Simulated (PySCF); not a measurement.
Atoms are numbered as in `[O:1]=[S:2](=[O:3])([OH:4])[OH:5]` (H(Xn): hydrogen on atom n).

Geometry: PBE0-D3(BJ)/def2-SVP; GIAO shifts from PySCF 2.14, gas phase, non-relativistic, averaged over equivalent atoms.

At PBE0/pcSseg-1 (102 basis functions, 3.1 s wall time on 1 thread of an AMD EPYC 9B45, shared host):
```json
{"atoms": "O1/O3", "δ (ppm)": "234.2"}
{"atoms": "O4/O5", "δ (ppm)": "213.5"}
{"atoms": "S2", "δ (ppm)": "315.2"}
{"atoms": "H(O4)/H(O5)", "δ (ppm)": "5.03"}
```

Referencing at the same level of theory: 17O (σ = 334.56 ppm) against H2O; 33S (σ = 495.66 ppm) vs CS2; TMS for 1H (σ = 31.27 ppm).

**Question.** Estimate the result of repeating the calculation with CAM-B3LYP/pcSseg-2.

**Answer.** 
```csv
atoms,δ at CAM-B3LYP/pcSseg-2,change
O1/O3,227.7,-6.5
O4/O5,212.4,-1.1
S2,356.8,+41.6
H(O4)/H(O5),5.33,+0.30
```

Chemical shifts δ = σref − σ; 17O (σ = 329.76 ppm) vs H2O; 33S (σ = 494.65 ppm) against CS2; 1H (σ = 31.34 ppm) against TMS, all at this level.

The largest change is at S2 (sulfonyl sulfur). Cost: 215 basis functions, 11 s wall time on 1 thread of an AMD EPYC 9B45, shared host.

Experimental scales use liquid or dissolved standards, which lie at an offset from isolated H2O (liquid H2O: subtract about 36 ppm).
